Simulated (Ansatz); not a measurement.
C5H8O, SMILES `C=CCOC=C` at its PBE0-D4/def2-TZVP geometry, where that method's forces vanish. Total charge 0; spin multiplicity 1.

```xyz
14

C    -2.4455    0.8062   -0.8926
C    -1.1569    1.0743   -0.7520
C    -0.1423    0.0688   -0.3391
O     0.6154    0.6063    0.7296
C     1.6094   -0.1636    1.2049
C     1.9702   -1.3795    0.8049
H    -3.1477    1.5585   -1.2316
H    -2.8454   -0.1798   -0.6773
H    -0.7752    2.0701   -0.9623
H     0.5352   -0.1597   -1.1747
H    -0.6213   -0.8679   -0.0290
H     2.1250    0.3481    2.0107
H     1.4777   -1.9201    0.0086
H     2.8013   -1.8617    1.3000
```

**Question.** What forces (eV/Å) does ωB97M-V/def2-TZVPP give on these atoms in the Gaussian-basis code of Ansatz? (An estimate is asked.)

**Answer.** The calculation gave: 
```
C1  -0.037 -0.005 -0.007
C2  -0.137  0.193 -0.067
C3   0.053 -0.298 -0.158
O4  -0.130  0.227  0.031
C5   0.276 -0.153  0.168
C6   0.000 -0.031 -0.019
H7   0.064 -0.056  0.031
H8   0.044  0.070 -0.012
H9  -0.034 -0.076  0.018
H10 -0.062  0.017  0.075
H11  0.031  0.070 -0.019
H12 -0.036 -0.053 -0.068
H13  0.030  0.047  0.058
H14 -0.063  0.047 -0.031
```
